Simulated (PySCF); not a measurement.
C5H6O.
Cartesian coordinates in Å at the GFN2-xTB level; atoms count from 1:
```xyz
12
C5H6O angstrom
C     -1.8446   -0.2223    0.0858
C     -0.5236   -0.0932    0.0157
C      0.4769   -1.0936   -0.2964
C      1.6761   -0.5022   -0.2483
O      1.6439    0.8123    0.0643
C      0.2755    1.1671    0.2525
H     -2.4823    0.6085    0.3307
H     -2.3218   -1.1671   -0.1016
H      0.2717   -2.1194   -0.5229
H      2.6571   -0.9080   -0.4186
H      0.0200    1.9617   -0.4563
H      0.1523    1.5557    1.2690
```

The closed-shell ground state was solved at several levels (PySCF, density fitting, gas phase, non-relativistic).

| level | basis functions | total energy (Eh) | HOMO (eV) | LUMO (eV) | gap (eV) | dipole (D) |
| --- | --- | --- | --- | --- | --- | --- |
| B3LYP/pcJ-1 | 222 | -269.3279 | -5.67 | -0.66 | 5.01 | 0.22 |
| wB97X-D/def2-SVPD | 171 | -269.0375 | -7.69 | 1.18 | 8.87 | 0.25 |

Question: What might PBE0/pcSseg-1 (132 basis functions) give for the same quantities?

Answer: Total energy -268.9699 Eh, HOMO -5.88 eV, LUMO -0.47 eV, gap 5.41 eV, dipole 0.21 D.

Question: Over all these levels, which gives the widest orbital gap and which the narrowest?

Answer: wB97X-D/def2-SVPD (range-separated hybrid) has the widest, 8.87 eV, and B3LYP/pcJ-1 (global hybrid, 20 % exact exchange) the narrowest, 5.01 eV. Functional and basis both differ between the two, so the spread mixes both effects.

Question: How far do the dipole and the HOMO energy spread over the levels?

Answer: The dipole runs from 0.21 to 0.25 D (mean 0.23 D) and the HOMO from -7.69 to -5.67 eV.

Note: wB97X-D ran without an empirical dispersion term, which enters the total energy and its gradient alone.
